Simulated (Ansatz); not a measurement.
# CH₅Al (triplet): the correlation ladder at distance Al1–H4 along a hydrogen transfer = 1.705 Å, cc-pVDZ

Aim: climb from Hartree-Fock through coupled cluster and multireference methods for CH₅Al (triplet) at one geometry and basis, and see what each rung misses.

The runs use Ansatz 0.2.0, Gaussian basis; cc-pVDZ, core rule «outside noble gas», up to 6 orbitals frozen.

To be run: UHF; CCSD(T) on ROHF; CCSD(T) on UHF; BCCD(T) on ROHF; CISD; CCSDT(Q) on ROHF; CCSDT(Q) on UHF; CASSCF and NEVPT2, 4 electrons in 4 orbitals.

7 further runs of the same task are left out: 1 for a mislabelled method, 6 that didn't finish.

## Step 1: The system

The geometry derives from fragments relaxed apart (PBE0/def2-TZVP) and kept rigid, so it is no stationary point. A hydrogen atom is moved between rigid fragments.

7 atoms, charge 0, spin multiplicity 3.

Atoms are counted from 1 here; the program's logs count them from 0.

Bond lengths: Al1–H2 1.586 Å, Al1–H3 1.586 Å, Al1–H4 1.705 Å, C5–H6 1.079 Å, C5–H7 1.079 Å. Angles: H2–Al1–H3 120.0°, H2–Al1–H4 120.0°, H3–Al1–H4 120.0°, H6–C5–H7 134.8°.

## Step 2: UHF

File in.yaml:

```yaml
crystal:
  periodic: [false, false, false]
  atoms:
    - {symbol: Al, position_ang: [-1.006674, 0.000000, 0.000000]}
    - {symbol: H, position_ang: [-1.799598, 1.373384, 0.000000]}
    - {symbol: H, position_ang: [-1.799598, -1.373384, 0.000000]}
    - {symbol: H, position_ang: [0.698326, 0.000000, 0.000000]}
    - {symbol: C, position_ang: [2.085326, 0.000000, 0.000000]}
    - {symbol: H, position_ang: [2.499794, 0.000000, 0.996161]}
    - {symbol: H, position_ang: [2.499794, 0.000000, -0.996161]}
basis:
  gaussian: {orbitals: cc-pVDZ}
magnetization: {spin_polarized: true, initial_magnetization: 2}
hamiltonian: {xc: hf}
output: {orbitals: {seedname: orbitals}}
```

Run with:

```
$ ansatz run in.yaml --threads 1 --pin off --events-out ev --progress --plain --max-ram 2393MiB
```

The runs that follow: CCSD(T) on ROHF; CCSD(T) on UHF; BCCD(T) on ROHF; CISD; CCSDT(Q) on ROHF; CCSDT(Q) on UHF; CASSCF and NEVPT2, 4 electrons in 4 orbitals.

Q: Predict the results of all the runs planned. Wanted: UCCSDT(Q) below the RHF energy; RMP2 from UCCSDT(Q); UMP2 from UCCSDT(Q); RCCSD from UCCSDT(Q); RCCSD(T) from UCCSDT(Q); UCCSD(T) from UCCSDT(Q); RCCSDT(Q) from UCCSDT(Q); NEVPT2 pair from UCCSDT(Q); T1 diagnostic.

**Answer**, as computed:

```
                         quantity                                                   value
   UCCSDT(Q) below the RHF energy                                              -6.8441 eV
              RMP2 from UCCSDT(Q)                                           +127.4 kJ/mol
              UMP2 from UCCSDT(Q)                                           +132.8 kJ/mol
             RCCSD from UCCSDT(Q)                                            +16.5 kJ/mol
          RCCSD(T) from UCCSDT(Q)                                             +3.4 kJ/mol
          UCCSD(T) from UCCSDT(Q)                                             +3.5 kJ/mol
         RCCSDT(Q) from UCCSDT(Q)                                             +0.1 kJ/mol
       NEVPT2 pair from UCCSDT(Q)                                           +129.0 kJ/mol
levels within 1 kcal/mol (43 meV)  RCCSD(T), UCCSD(T), BCCD(T), RCCSDT, UCCSDT, RCCSDT(Q)
                    T1 diagnostic                                                   0.023
```

In words: RCCSD(T) lands +3.4 kJ/mol from the yardstick (0.5 % of the correlation energy). These misses are within one basis, not against nature; the frozen cores of restricted and unrestricted runs differ, which can shift their rows.
